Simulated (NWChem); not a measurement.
# silicon monoxide (SiO, singlet); SMILES O=[Si]

```xyz
2

Si     0.0000     0.0000     0.5487
O      0.0000     0.0000    -0.9601
```
Atoms are numbered in this order, from 1.

Computed with NWChem. Low-valent species are run as closed-shell singlets; no triplet was tried in these runs. The geometry was optimised at PBE0-D3(BJ)/def2-TZVP. Vzz is the largest principal value of the second derivative of the potential at the nucleus (NWChem prints the opposite sign); η is the asymmetry. Non-relativistic.

Problem. What does the run give for CAM-B3LYP/def2-TZVP? Quantities: Vzz O2 (a.u.); η O2.

Solution. The vzz O2 (a.u.) is -0.775 and the η O2 is 0.00.
